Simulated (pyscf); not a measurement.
## Addition across a multiple bond or ene-type step: `[PH]=[PH]` + `[SiH4]` -> `[SiH3][PH][PH2]`

Gas phase, singlet surface, charge 0. Bonds broken: Si5–H6. Bonds formed: P1–Si5, P2–H6. PySCF, gas phase, ωB97X-D3(BJ)/def2-SVP geometries. MP2 and CC: frozen core, UHF for open shells. ΔMP2 is the change of the MP2 total energy from the triple- to the quadruple-zeta basis.

Transition state (Å):

```xyz
9

P      0.5215     1.6007    -0.2405
P      1.0132    -0.4247    -0.4073
H      1.4141     1.8008     0.8540
H      0.1602    -0.6955    -1.5145
Si    -1.2826     0.1333     1.0359
H     -0.2558    -1.0992     0.6087
H     -1.8479     0.2024    -0.3377
H     -0.3031     0.4753     2.1025
H     -2.5478    -0.0445     1.8506
```

One imaginary mode, 762i cm⁻¹; descent along it reached the two sides named.

| bond | change | reactant side (Å) | saddle | product side |
|---|---|---|---|---|
| Si5–H6 | breaks | 1.491 | 1.660 | 2.9 |
| P1–Si5 | forms | 3.8 | 2.7 | 2.246 |
| P2–H6 | forms | 3.2 | 1.760 | 1.427 |

Electronic energies relative to the separated reactants (kcal/mol):

```csv
level,barrier,reaction energy,reverse barrier
ωB97X-D3(BJ)/def2-TZVP,25.0,-37.1,62.1
PBE/def2-TZVP,21.3,-29.0,50.4
r²SCAN/def2-TZVP,23.3,-31.1,54.4
B3LYP-D3(BJ)/def2-TZVP,28.2,-29.1,57.3
PBE0-D3(BJ)/def2-TZVP,21.5,-34.5,56.0
M06-2X/def2-TZVP,27.7,-29.5,57.2
ωB97M-D3(BJ)/def2-TZVP,28.6,-30.0,58.5
HF/def2-TZVP,50.9,-26.2,77.0
MP2/def2-QZVPP,28.5,-29.3,57.8
CCSD/def2-TZVPP,35.5,-27.3,62.8
CCSD(T)/def2-TZVPP,32.2,-26.8,59.0
CCSD(T)/def2-TZVPP + ΔMP2(QZVPP),31.5,-27.3,58.7
```

With CCSD(T)/def2-TZVPP + ΔMP2(QZVPP) energies and thermal terms (ideal gas, 1 atm, RRHO with modes under 100 cm⁻¹ raised to 100, one conformer, R ln 2 for rigid chiral ones), in kcal/mol:

```tsv
T (K)	ΔH‡	ΔG‡	ΔH	ΔG
298	31.8	41.9	-25.2	-16.2
600	32.1	52.1	-24.3	-7.4
900	32.7	61.9	-23.3	+0.8
1200	33.3	71.6	-22.1	+8.6
```

At the saddle there is also a short P–Si contact that neither side keeps. This is the saddle that the search found; another between the same sides may lie lower. The CCSD(T) − MP2 part came from Ansatz, without density fitting, on the same reference.
